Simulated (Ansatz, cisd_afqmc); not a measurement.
Species: CH4, charge 0, singlet. CH4 (methane, SMILES C).
HTBH set geometry:
```
C
H 1 1.0874
H 1 1.0874 2 109.47
H 1 1.0874 2 109.47 3 120.00
H 1 1.0874 2 109.47 3 -120.00
```
Charge 0, spin multiplicity 1.

Total energies in aug-cc-pVDZ, 8 correlated electrons, 1 frozen orbitals. Radicals and triplets start from unrestricted determinants; spin-orbit coupling is neglected. Cores are frozen in correlated methods. No relativity. AFQMC/CISD: phaseless, guided by CISD from CCSD amplitudes; bars are statistical, one sigma. Outlying blocks are dropped, and bars are widened where a walk drifts. Over all cases where full CI ran beside it in this data, AFQMC minus full CI had a median of +0.1 mEh and passed +0.4 mEh in a tenth of the cases.

```
method         program        energy (Eh)  minus CCSDT(Q) (mEh)
----------  ----------  -----------------  --------------------
HF              Ansatz          -40.19962                196.20
MP2             Ansatz          -40.36743                 28.40
CCSD            Ansatz          -40.39075                  5.07
CCSD(T)         Ansatz          -40.39523                  0.59
CCSDT(Q)        Ansatz          -40.39583                  0.00
AFQMC/CISD  cisd_afqmc  -40.3957 ± 0.0001             0.1 ± 0.1
```

Ansatz is an electronic-structure program.
